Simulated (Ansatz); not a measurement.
# Si₃N₄ (P31c, No. 159)

These are LDA (Ansatz, a program for electronic structure, PAW) values and carry that method's errors.

Run with plane-wave cutoff 520 eV, 6×6×6 k mesh, perturbation theory, scalar-relativistic PAW data made under PBE.

Cell (relaxed at this level):

N4Si3 is taken in the trigonal space group P31c (No. 159), Pearson symbol hP28. Cell: a = b = 7.721 Å, c = 5.596 Å, α = β = 90.00°, γ = 120.00°. Si1 on 6c is coordinated by 4 N at 1.722–1.741 Å (tetrahedral). Si2 on 6c sees 4 N at 1.714–1.732 Å (tetrahedral). N1 on 2a is surrounded by 3 Si at 1.723 Å (trigonal planar). N2 on 2b is coordinated by 3 Si at 1.722 Å. N3 on 6c is surrounded by 3 Si at 1.728–1.741 Å (trigonal planar). N4 on 6c is surrounded by 3 Si at 1.714–1.736 Å (trigonal planar). (Neighbours: up to the widest gap in distance over summed covalent radii, below 1.35, at either atom.)

For Si₃N₄ (P31c, No. 159), the high-frequency dielectric constant (mean over three axes) is 4.27 and the dielectric constant ε0 (ions relaxed) (mean over three axes) comes out as 8.15.

Note: the relaxation could not lower the start's symmetry, so the cell can be a saddle point above a distorted one.
